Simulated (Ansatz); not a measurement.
ZrIr2: computed properties

The calculation used Ansatz 0.2.0, DFT r2SCAN, scalar-relativistic, plane waves, PAW.

Settings: cutoff 500 eV, Γ-centred mesh 8×8×8 on the computed 6-atom cell, Gaussian smearing of 0.10 eV; no spin polarisation.

The structure is relaxed at this level of theory with its symmetry kept. Whether it is the stable form of this composition wasn't checked.

```yaml
crystal:
  lattice:
    - [0.00000, 3.69230, 3.69230]
    - [3.69230, 0.00000, 3.69230]
    - [3.69230, 3.69230, 0.00000]
  atoms:
    - { symbol: Zr, position: [0.50000, 0.50000, 0.50000] }
    - { symbol: Zr, position: [0.75000, 0.75000, 0.75000] }
    - { symbol: Ir, position: [0.12500, 0.12500, 0.12500] }
    - { symbol: Ir, position: [0.62500, 0.12500, 0.12500] }
    - { symbol: Ir, position: [0.12500, 0.12500, 0.62500] }
    - { symbol: Ir, position: [0.12500, 0.62500, 0.12500] }
```

(1) Formation energy from the elements' standard states (uncorrected)?

(2) Density of states at the Fermi level?

(3) Löwdin character within 0.5 eV of the Fermi level?

(4) Bulk modulus?

(5) Its pressure derivative?

(6) Bader charges (e)?

Spin-orbit coupling is left out, which matters for the bands of heavy elements.

## Answers

(1) -0.744 eV/atom.

(2) 5.72 states/eV per cell.

(3) Ir 5d 49 %, Zr 4d 36 %, unprojected 7 %.

(4) 264 GPa.

(5) 4.6.

(6) Zr (2 in the cell) 1.73, Ir (4 in the cell) -0.87.